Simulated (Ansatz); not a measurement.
Geometry optimisation, RKS revPBE-D4/STO-3G in Ansatz.

Input:

```yaml
crystal:
  periodic: [false, false, false]
  atoms:
    - { symbol: C, position_ang: [-0.9784, -1.0763, -0.3526] }
    - { symbol: C, position_ang: [-0.1093, -0.0863, -0.1242] }
    - { symbol: C, position_ang: [0.3194, 0.7125, -1.3146] }
    - { symbol: S, position_ang: [1.558, 1.9603, -1.306] }
    - { symbol: C, position_ang: [0.4646, 0.192, 1.2185] }
    - { symbol: F, position_ang: [-0.0766, -0.6102, 2.1792] }
    - { symbol: H, position_ang: [-1.3802, -1.6471, 0.4501] }
    - { symbol: H, position_ang: [-1.3937, -1.2116, -1.3585] }
    - { symbol: H, position_ang: [-0.1201, 0.4453, -2.2148] }
    - { symbol: H, position_ang: [1.5466, 0.039, 1.275] }
    - { symbol: H, position_ang: [0.2351, 1.2254, 1.5686] }
basis:
  gaussian: { orbitals: STO-3G }
hamiltonian:
  xc: revpbe
  dispersion: d4
relax:
  f_tol: 0.02
  max_steps: 40
scf:
  lower_state_search: "off"
```

Command:

```bash
$ ansatz run input.yaml --threads 1 --pin off --max-ram 2048MiB --backend cpu --events-out ev --progress --plain --runs-dir out
```

**Question.** Where does it end, and by what steps?

**Answer.** The run converged. Limits of this set-up: minimal basis. After 7 steps the energy has fallen by 0.861 eV; S4 moved furthest, 0.13 Å.

| step | energy less start (eV) | largest force component (eV/Å) | accepted |
| --- | --- | --- | --- |
| 0 | 0.0000 | 4.814 | yes |
| 1 | -0.7297 | 2.071 | yes |
| 2 | -0.6125 | 1.748 | no |
| 3 | -0.8445 | 0.497 | yes |
| 4 | -0.8521 | 0.203 | yes |
| 5 | -0.8595 | 0.124 | yes |
| 6 | -0.8611 | 0.023 | yes |
| 7 | -0.8612 | 0.008 | yes |

```xyz
11
Properties=species:S:1:pos:R:3
C -1.032 -1.068 -0.362
C -0.106 -0.086 -0.178
C 0.395 0.754 -1.308
S 1.500 1.957 -1.192
C 0.466 0.192 1.256
F -0.109 -0.650 2.234
H -1.387 -1.674 0.492
H -1.456 -1.290 -1.357
H -0.080 0.466 -2.280
H 1.588 0.060 1.216
H 0.286 1.281 1.499
```

Time of the run: 12 s on 1 thread of Intel(R) Xeon(R) 6975P-C (Granite Rapids), with other jobs on the host, peak memory 0.13 GiB.
